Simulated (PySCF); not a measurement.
# PH3S (SMILES [PH3]=S) at M06-2X/STO-6G

Aim: the vertical singlet–triplet gap of PH3S at M06-2X/STO-6G, from 2 runs. The job is set up through a Python script.

Program for the calculation: PySCF 2.14.0.

11 further runs of the same task are left out: 1 that didn't finish, 10 set aside as unsound or not needed.

## 1. The system as given

PH3S: 5 atoms, total charge 0, spin state singlet. As SMILES, `[PH3]=S`. Geometry: relaxed at GFN2-xTB.

Bond lengths: P1–S2 1.914 Å, P1–H3 1.394 Å, P1–H4 1.394 Å, P1–H5 1.394 Å. Angles: S2–P1–H3 118.2°, S2–P1–H4 118.2°, S2–P1–H5 118.2°, H3–P1–H4 99.6°, H3–P1–H5 99.4°, H4–P1–H5 99.4°.

## 2. A single-point energy at M06-2X/STO-6G

Input file calc.py:

```python
# [PH3]=S
from pyscf import gto, dft

molecule = gto.M(
    atom='''
P      0.007920    -0.006600     0.007660
S      1.261690    -0.941140     1.111260
H     -1.166840     0.461930     0.594540
H     -0.532470    -0.676580    -1.089190
H      0.429710     1.162380    -0.624270
''',
    basis='sto-6g',
    verbose=3,
    max_memory=1860,
)

myscf = dft.RKS(molecule, xc='m06-2x')
myscf.conv_tol = 1e-10
myscf.grids.level = 5
myscf.kernel()
if not myscf.converged:
    myscf = myscf.newton().run(myscf.mo_coeff, myscf.mo_occ)

energy = myscf.e_tot
print('Final energy', energy)
```

The run is started by

```sh
OMP_NUM_THREADS=1 python calc.py
```

The program printed:

```text
converged SCF energy = -738.55576883266
Final energy -738.5557688326596
```

Run time: 3.6 s. Hardware: 1 thread of Arm Neoverse V2, shared host; peak memory 0.21 GiB.

## 3. The triplet at the same level

Input file run.py:

```python
from pyscf import gto, dft

mol = gto.Mole()
mol.atom = '''
P      0.014967    -0.012472     0.014475
S      2.384249    -1.778497     2.099977
H     -2.205008     0.872921     1.123518
H     -1.006222    -1.278551    -2.058271
H      0.812034     2.196580    -1.179699
'''
mol.basis = 'sto-6g'
mol.unit = 'bohr'
mol.max_memory = 1860
mol.spin = 2
mol.verbose = 4
mol.build()

mf = dft.UKS(mol)
mf.xc = 'm06-2x'
mf.conv_tol = 1e-10
mf.grids.level = 5
mf.kernel()
if not mf.converged:
    mf = mf.newton().run(mf.mo_coeff, mf.mo_occ)

e_tot = mf.e_tot
print('E = %.10f Eh' % e_tot)
```

The run is started by

```sh
OMP_NUM_THREADS=1 python run.py
```

The program printed:

```text
PySCF version 2.14.0

[... 62 lines left out ...]
[... the frontier-level lines of each cycle are left out ...]
[... 17 lines left out ...]
[... 17 lines left out ...]
[... 17 lines left out ...]
[... 17 lines left out ...]
[... 17 lines left out ...]
[... 17 lines left out ...]
[... 17 lines left out ...]
[... 5 lines left out ...]

cycle= 24 E= -738.338750130012  delta_E= -1.98e-09  |g|= 1.77e-05  |ddm|= 0.00694


cycle= 25 E= -738.33875013061  delta_E= -5.98e-10  |g|= 8.78e-07  |ddm|= 0.000197


cycle= 26 E= -738.338750130618  delta_E= -8.19e-12  |g|= 3.01e-07  |ddm|= 0.000495


Extra cycle  E= -738.338750130616  delta_E= 1.36e-12  |g|= 7.59e-08  |ddm|= 1.09e-06
converged SCF energy = -738.338750130616  <S^2> = 2.0024064  2S+1 = 3.0016038
E = -738.3387501306 Eh
```

Run time: 15 s. Hardware: 1 thread of Arm Neoverse V2, shared host; peak memory 0.22 GiB.

## 4. Outcome

At M06-2X/STO-6G:

| quantity | value |
| --- | --- |
| singlet: total energy | -738.55577 Eh |
| singlet: dipole moment | 3.76 D |
| singlet: HOMO energy | -3.07 eV |
| singlet: LUMO energy | 7.68 eV |
| singlet: HOMO–LUMO gap | 10.75 eV |
| triplet: total energy | -738.33875 Eh |
| triplet: dipole moment | 2.05 D |
| triplet: ⟨S²⟩ | 2.002 |
| vertical energy of the triplet above the singlet | 5.905 eV |

**Reading.** At this shape the triplet lies 5.91 eV (570 kJ/mol) above the singlet. In a minimal basis such a difference can be off by several eV, whatever the method. Mulliken charges (singlet) run from -0.32 on S2 to +0.49 on P1.
